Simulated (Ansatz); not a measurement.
Born–Oppenheimer molecular dynamics of C₄H₉N (14 atoms, charge 0, multiplicity 1). It starts from a relaxed structure.

Level of theory: Ansatz, RKS PBE-D4/STO-3G.

```
ensemble                      : NVE (velocity Verlet)
time step                     : 0.5 fs
steps asked                   : 600
starting velocities drawn for : 200 K
seed                          : 302967
```

First frame:

```xyz
14
Properties=species:S:1:pos:R:3
C -1.783 0.890 -0.353
C -1.072 0.305 0.625
C 0.423 -0.068 0.573
C 1.114 0.284 -0.787
N 0.532 -1.554 0.970
H -2.855 1.114 -0.226
H -1.339 1.179 -1.318
H -1.563 0.028 1.577
H 0.947 0.493 1.385
H 1.046 1.369 -0.992
H 0.637 -0.261 -1.623
H 2.184 0.005 -0.749
H 0.134 -2.058 0.108
H 1.581 -1.754 0.837
```

How far do the bonds stretch over the last three quarters of this one trajectory? (Pairs bonded in most of those frames.)


| bond | mean (Å) | spread (Å) | shortest | longest |
| --- | --- | --- | --- | --- |
| C1–C2 | 1.345 | 0.020 | 1.31 | 1.38 |
| C1–H6 | 1.102 | 0.016 | 1.07 | 1.14 |
| C1–H7 | 1.102 | 0.015 | 1.07 | 1.13 |
| C2–C3 | 1.544 | 0.019 | 1.50 | 1.59 |
| C2–H8 | 1.107 | 0.005 | 1.10 | 1.12 |
| C3–C4 | 1.569 | 0.016 | 1.53 | 1.60 |
| C3–N5 | 1.545 | 0.016 | 1.51 | 1.57 |
| C3–H9 | 1.119 | 0.008 | 1.10 | 1.13 |
| C4–H10 | 1.107 | 0.013 | 1.08 | 1.13 |
| C4–H11 | 1.108 | 0.013 | 1.08 | 1.13 |
| C4–H12 | 1.108 | 0.013 | 1.08 | 1.13 |
| N5–H13 | 1.076 | 0.015 | 1.05 | 1.10 |
| N5–H14 | 1.076 | 0.013 | 1.05 | 1.10 |

Mean temperature of the second half: 100 K. The conserved energy stayed within 0.13 meV per atom of its start (net change 0.11 meV per atom), so the integration is sound. The temperature averaged 0.50 of the 200 K drawn at the start: a run that starts near a minimum puts about half its kinetic energy into the potential. A run of 0.3 ps of so small a system gives no equilibrium averages. Limits of this set-up: minimal basis.

The run took 24 min on 1 thread of Arm Neoverse V1, with other jobs on the host, peak memory 0.092 GiB.
